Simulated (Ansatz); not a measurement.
**CH₄AlF: basis-set convergence**

The task here is to estimate one member of a computed series from the others.

The runs use Ansatz 0.2.0, Gaussian basis; one geometry, several basis sets.

The runs, in order: PBE0-D4/def2-SVP; ωB97M-V/def2-SVP; PBE0-D4/def2-QZVPP; ωB97M-V/def2-QZVPP; the functionals' def2-TZVPP values are taken from earlier runs.

**Structure used throughout**

All runs share one geometry, relaxed beforehand with PBE0-D4 in a triple-zeta def2 set.

SMILES `F[CH2][AlH2]`, 7 atoms, charge 0, spin multiplicity 1.

Atoms are counted from 1 here; the program's logs count them from 0.

Bond lengths: F1–C2 1.398 Å, C2–Al3 1.981 Å, C2–H4 1.099 Å, C2–H5 1.099 Å, Al3–H6 1.583 Å, Al3–H7 1.589 Å. Angles: F1–C2–Al3 112.4°, F1–C2–H4 107.7°, F1–C2–H5 107.7°, Al3–C2–H4 111.6°, Al3–C2–H5 111.6°, H4–C2–H5 105.5°, C2–Al3–H6 121.0°, C2–Al3–H7 117.1°, H6–Al3–H7 121.9°.

Set-up of the first run:

in.yaml

```yaml
crystal:
  periodic: [false, false, false]
  atoms:
    - {symbol: F, position_ang: [-1.743907, 0.315967, -0.650387]}
    - {symbol: C, position_ang: [-0.605982, -0.466850, -0.434289]}
    - {symbol: Al, position_ang: [0.816065, 0.518738, 0.529751]}
    - {symbol: H, position_ang: [-0.257224, -0.826606, -1.412127]}
    - {symbol: H, position_ang: [-0.918230, -1.365959, 0.114688]}
    - {symbol: H, position_ang: [0.606993, 2.023542, 0.974641]}
    - {symbol: H, position_ang: [2.163485, -0.266934, 0.832024]}
basis:
  gaussian: {orbitals: def2-SVP}
hamiltonian: {xc: pbe0, dispersion: d4}
output: {orbitals: {seedname: orbitals}}
```

Run with:

```sh
$ ansatz run in.yaml --threads 2 --pin off --events-out ev --progress --plain --max-ram 4352MiB
```

Among the steps run: PBE0-D4 in def2-SVP; ωB97M-V in def2-SVP; PBE0-D4 in def2-QZVPP; ωB97M-V in def2-QZVPP.

One of the session's tables, all rows but one given; the rest of the session is left out.

| functional | basis | HOMO (eV) | LUMO (eV) |
| --- | --- | --- | --- |
| PBE0-D4 | def2-SVP | -7.71 | -1.58 |
| PBE0-D4 | def2-TZVPP | -7.84 | -1.60 |
| PBE0-D4 | def2-QZVPP | ? | ? |
| ωB97M-V | def2-SVP | -9.97 | 0.10 |
| ωB97M-V | def2-TZVPP | -10.12 | -0.01 |
| ωB97M-V | def2-QZVPP | -10.15 | -0.17 |

Q: Estimate the row for PBE0-D4, def2-QZVPP from the others.

As computed: HOMO (eV): -7.87; LUMO (eV): -1.63. In the column «HOMO (eV)» it lies between ωB97M-V, def2-SVP (-9.97) and PBE0-D4, def2-TZVPP (-7.84).
